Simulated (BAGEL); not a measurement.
# [Si2NH6]− (SMILES [SiH3][N-][SiH3]) at HF/6-31G(d) (density fitting with qzvpp-jkfit, spherical functions)

Aim: the vertical ionisation energy of [Si2NH6]− at HF/6-31G* (density fitting with qzvpp-jkfit, spherical functions), from 2 runs. 

The calculation is run with BAGEL 1.2.2.

3 further runs of the same task are left out: 1 that didn't finish, 2 set aside as unsound or not needed.

## Step 1: Starting point

[Si2NH6]− has 9 atoms, charge -1, and is taken as a singlet. As SMILES, `[SiH3][N-][SiH3]`. The coordinates come from a GFN2-xTB relaxation.

Bond lengths: Si1–N2 1.666 Å, N2–Si3 1.666 Å, Si1–H4 1.502 Å, Si1–H5 1.492 Å, Si1–H6 1.503 Å, Si3–H7 1.491 Å, Si3–H8 1.502 Å, Si3–H9 1.503 Å. Some angles: Si1–N2–Si3 137.5°, N2–Si1–H4 118.4°, N2–Si1–H5 108.4°, N2–Si1–H6 118.4°, N2–Si3–H7 108.4°, N2–Si3–H8 118.4°, N2–Si3–H9 118.4°, H4–Si1–H5 104.3°, H4–Si1–H6 101.4°, H5–Si1–H6 104.3°.

## Step 2: The energy at HF/6-31G(d) (density fitting with qzvpp-jkfit, spherical functions)

Contents of input.json:

```json
{ "bagel" : [

{
  "title" : "molecule",
  "basis" : "6-31gs.json",
  "df_basis" : "qzvpp-jkfit",
  "angstrom" : true,
  "geometry" : [
    { "atom" : "Si", "xyz" : [   -0.698360,    1.051130,   -0.905720 ] },
    { "atom" : "N", "xyz" : [    0.561900,    0.137260,   -0.312440 ] },
    { "atom" : "Si", "xyz" : [    0.788820,   -1.029780,    0.854400 ] },
    { "atom" : "H", "xyz" : [   -1.847020,    0.341040,   -1.563290 ] },
    { "atom" : "H", "xyz" : [   -0.166370,    1.952870,   -1.968090 ] },
    { "atom" : "H", "xyz" : [   -1.418720,    1.972850,    0.037610 ] },
    { "atom" : "H", "xyz" : [    2.232040,   -1.405700,    0.869370 ] },
    { "atom" : "H", "xyz" : [    0.066700,   -2.338580,    0.704540 ] },
    { "atom" : "H", "xyz" : [    0.481000,   -0.681090,    2.283590 ] }
  ]
},
{ "title" : "hf", "charge" : -1 },
{ "title" : "print", "file" : "orbitals.molden", "orbitals" : true }

]}
```

The basis set 6-31G* is read from a file made from the Basis Set Exchange's data (not shown).

Run with:

```console
BAGEL_NUM_THREADS=1 BAGEL input.json > input.out
```

The program printed:

```text
* using 1 threads per process

  ===============================================================
  ===============================================================

  *** Geometry ***

  { "atom" : "Si", "xyz" : [     -1.319709,      1.986348,     -1.711563 ] },
  { "atom" : "N", "xyz" : [      1.061837,      0.259384,     -0.590426 ] },
  { "atom" : "Si", "xyz" : [      1.490654,     -1.946002,      1.614582 ] },
  { "atom" : "H", "xyz" : [     -3.490362,      0.644472,     -2.954190 ] },
  { "atom" : "H", "xyz" : [     -0.314394,      3.690389,     -3.719151 ] },
  { "atom" : "H", "xyz" : [     -2.680992,      3.728146,      0.071073 ] },
  { "atom" : "H", "xyz" : [      4.217944,     -2.656388,      1.642871 ] },
  { "atom" : "H", "xyz" : [      0.126045,     -4.419276,      1.331388 ] },
  { "atom" : "H", "xyz" : [      0.908958,     -1.287074,      4.315360 ] },

  Number of auxiliary basis functions:      441

  Since a DF basis is specified, we compute 2- and 3-index integrals:
    o Being stored without compression. Storage requirement is 0.014 GB

  Number of basis functions:       62
  Number of electrons      :       41

    * METHOD: MOLECULE                             0.16

  *** RHF ***

  === Nuclear Repulsion ===
   147.2928637377

      * DIIS with orbital gradients will be used.

  === RHF iteration (6-31gs.json) ===
      0       -635.51079804          0.02847301           0.04
      1       -635.60350425          0.02428604           0.04
      2       -635.78614965          0.00184035           0.04
      3       -635.78804264          0.00023866           0.04
      4       -635.78808139          0.00003711           0.04
      5       -635.78808277          0.00001342           0.04
      6       -635.78808296          0.00000502           0.04
      7       -635.78808299          0.00000098           0.04
      8       -635.78808299          0.00000033           0.04
      9       -635.78808299          0.00000018           0.04
     10       -635.78808299          0.00000005           0.04
     11       -635.78808299          0.00000001           0.04
    * SCF iteration converged.

    * Permanent dipole moment:
           (    0.396712,     0.098261,    -0.218029) a.u.

    * METHOD: HF                                   0.58

    * METHOD: PRINT                                0.01

  ===============================================================
```

It took 0.91 s on 1 thread of Arm Neoverse V2, shared host; peak memory 0.085 GiB.

## Step 3: Doublet neutral Si2NH6

Contents of calc.json:

```json
{ "bagel": [

{
  "title": "molecule",
  "basis": "6-31gs.json",
  "df_basis": "qzvpp-jkfit",
  "angstrom": true,
  "geometry": [
    { "atom": "Si", "xyz": [      -0.698360,       1.051130,      -0.905720 ] },
    { "atom": "N", "xyz": [       0.561900,       0.137260,      -0.312440 ] },
    { "atom": "Si", "xyz": [       0.788820,      -1.029780,       0.854400 ] },
    { "atom": "H", "xyz": [      -1.847020,       0.341040,      -1.563290 ] },
    { "atom": "H", "xyz": [      -0.166370,       1.952870,      -1.968090 ] },
    { "atom": "H", "xyz": [      -1.418720,       1.972850,       0.037610 ] },
    { "atom": "H", "xyz": [       2.232040,      -1.405700,       0.869370 ] },
    { "atom": "H", "xyz": [       0.066700,      -2.338580,       0.704540 ] },
    { "atom": "H", "xyz": [       0.481000,      -0.681090,       2.283590 ] }
  ]
},

{ "title": "uhf", "nopen": 1 },

{ "title": "print", "file": "orbitals.molden", "orbitals": true }

]}
```

The basis set 6-31G* is read from a file made from the Basis Set Exchange's data (not shown).

Run with:

```console
BAGEL_NUM_THREADS=1 BAGEL calc.json > calc.out
```

The program printed:

```text
* using 1 threads per process

  ===============================================================
  ===============================================================

  *** Geometry ***

  { "atom" : "Si", "xyz" : [     -1.319709,      1.986348,     -1.711563 ] },
  { "atom" : "N", "xyz" : [      1.061837,      0.259384,     -0.590426 ] },
  { "atom" : "Si", "xyz" : [      1.490654,     -1.946002,      1.614582 ] },
  { "atom" : "H", "xyz" : [     -3.490362,      0.644472,     -2.954190 ] },
  { "atom" : "H", "xyz" : [     -0.314394,      3.690389,     -3.719151 ] },
  { "atom" : "H", "xyz" : [     -2.680992,      3.728146,      0.071073 ] },
  { "atom" : "H", "xyz" : [      4.217944,     -2.656388,      1.642871 ] },
  { "atom" : "H", "xyz" : [      0.126045,     -4.419276,      1.331388 ] },
  { "atom" : "H", "xyz" : [      0.908958,     -1.287074,      4.315360 ] },

  Number of auxiliary basis functions:      441

  Since a DF basis is specified, we compute 2- and 3-index integrals:
    o Being stored without compression. Storage requirement is 0.014 GB

  Number of basis functions:       62
  Number of electrons      :       41

    * METHOD: MOLECULE                             0.17

  *** Open-shell HF ***

  === Nuclear Repulsion ===
   147.2928637377

      * DIIS with orbital gradients will be used.

  === UHF iteration (6-31gs.json) ===
      0       -635.43272729          0.05027012           0.08
      1       -635.56014682          0.04230028           0.08
      2       -635.65180129          0.02842117           0.08
      3       -635.72360007          0.00391542           0.08
      4       -635.72989940          0.00109202           0.08
      5       -635.73053823          0.00019870           0.08
      6       -635.73063279          0.00004787           0.08
      7       -635.73066251          0.00002036           0.08
      8       -635.73067357          0.00001091           0.08
      9       -635.73067853          0.00000329           0.08
     10       -635.73067880          0.00000169           0.08
     11       -635.73067881          0.00000153           0.08
     12       -635.73067882          0.00000147           0.08
     13       -635.73067882          0.00000136           0.08
     14       -635.73067885          0.00000090           0.08
     15       -635.73067886          0.00000051           0.08
     16       -635.73067886          0.00000012           0.08
     17       -635.73067886          0.00000004           0.08
     18       -635.73067886          0.00000002           0.08
     19       -635.73067886          0.00000002           0.08
     20       -635.73067886          0.00000001           0.08
    * SCF iteration converged.

    * S^2 (UHF) is 0.7589

    * Permanent dipole moment:
           (    0.290659,     0.078223,    -0.152464) a.u.

    * METHOD: UHF                                  1.77

    * METHOD: PRINT                                0.01

  ===============================================================
```

Wall time 2.1 s (1 thread of Arm Neoverse V2, shared host); peak memory 0.085 GiB.

## Step 4: What came out

At HF/6-31G* (density fitting with qzvpp-jkfit, spherical functions):

| quantity | value |
| --- | --- |
| singlet [Si2NH6]−: total energy | -635.78808 Eh |
| singlet [Si2NH6]−: HOMO energy | -3.84 eV |
| singlet [Si2NH6]−: LUMO energy | 8.98 eV |
| singlet [Si2NH6]−: HOMO–LUMO gap (to an unbound level, set by the basis) | 12.82 eV |
| doublet neutral Si2NH6: total energy | -635.73068 Eh |
| doublet neutral Si2NH6: dipole moment | 0.86 D |
| doublet neutral Si2NH6: ⟨S²⟩ | 0.759 |
| vertical detachment energy (to the doublet neutral) | 1.562 eV |

What this shows: The vertical ionisation energy comes to 1.56 eV (36 kcal/mol). −ε(HOMO) before ionisation, 3.84 eV, is 2.28 eV above this ionisation energy.
